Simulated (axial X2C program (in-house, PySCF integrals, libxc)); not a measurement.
## Correcting the dissociation energy of CF for spin–orbit coupling

A spin-free CCSD(T) curve (one-electron X2C) was computed with an in-house all-electron X2C program for linear molecules (integrals from PySCF), basis F dyall-av3z [7s6p3d2f], C dyall-v3z [7s6p2d1f] (cores contracted in-house), for the state M_S = 1/2, Λ = 1 (beyond evenly filled blocks: π+α). It gives D0 = 5.475 eV to F + C, which in a spin-free picture are the weighted means of the ground terms.

Correlated methods: 11 electrons correlated (number of frozen shells: F 1 s; C 1 s), 171 virtual spin orbitals or spinors in MP2, 90 natural virtuals in coupled cluster.

Measured levels of the ground terms (NIST Handbook of Basic Atomic Spectroscopic Data), in cm⁻¹: F 2P: J = 3/2 at 0, J = 1/2 at 404.1; C 3P: J = 0 at 0, J = 1 at 16.4, J = 2 at 43.4.

The two components of the molecular doublet are 82 cm⁻¹ apart in the PBE0 2c search (Ω = 1/2 lower), so the lower one lies 41 cm⁻¹ under their mean.

How far does each ground level lie under the (2J+1)-weighted mean of its term?

F: (4 × 0 + 2 × 404.1)/6 = 135 cm⁻¹; C: (1 × 0 + 3 × 16.4 + 5 × 43.4)/9 = 30 cm⁻¹.

Correct D0.

D0 = 5.475 + (41 − 165)/8065.5 = 5.460 eV at CCSD(T) with these spin–orbit terms.

Second-order spin–orbit effects in the molecule, which grow quickly with Z, are left out. One determinant describes the state; a PBE0 search over occupations chose it and may have missed a lower one. De is counted from the lowest determinant-based energies of the atoms at the same level, without counterpoise correction. Coupled cluster ran in a truncated set of natural virtual spinors; the MP2 energy of the rest was added. (T) has no such correction and the atoms are truncated less, which lowers De at CCSD(T) by a hundredth of an eV or more.
